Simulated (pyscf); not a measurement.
Structures and frequencies: ωB97X-D3(BJ)/def2-SVP in PySCF.

SMILES: [Si](N)(NC)(N)N
```xyz
16

C     -1.8400     1.0748    -2.2780
N     -0.6350     0.3507    -1.9259
Si     0.1039     0.3326    -0.3610
N      1.6679    -0.4100    -0.3896
N     -0.7730    -0.6332     0.7816
N      0.1474     2.0062     0.0928
H     -2.7624     0.4624    -2.2197
H     -1.9615     1.9223    -1.5860
H     -1.7868     1.4920    -3.3004
H     -0.4305    -0.4327    -2.5369
H      1.7431    -1.4199    -0.4442
H      2.4450     0.0446    -0.8556
H     -1.7814    -0.5397     0.8386
H     -0.3745    -0.8099     1.6979
H      0.5260     2.6935    -0.5503
H      0.3374     2.2631     1.0552
```
Charge 0, spin multiplicity 1.

Problem. What is the homolytic dissociation enthalpy (298 K, ωB97M-D3(BJ)/def2-TZVP) of the C–N bond of H₃C–NH–Si(NH₂)(NH₂)–NH₂, to CH₃• + •HN–Si(NH₂)(NH₂)–NH₂?

Solution. C–N to CH₃• + •HN–Si(NH₂)(NH₂)–NH₂: 87.5 kcal/mol. The 7 functionals that were run give +78.4 (r²SCAN) to +89.3 kcal/mol (M06-2X). Other isomers of •HN–Si(NH₂)(NH₂)–NH₂ were not searched in full and may lie lower.
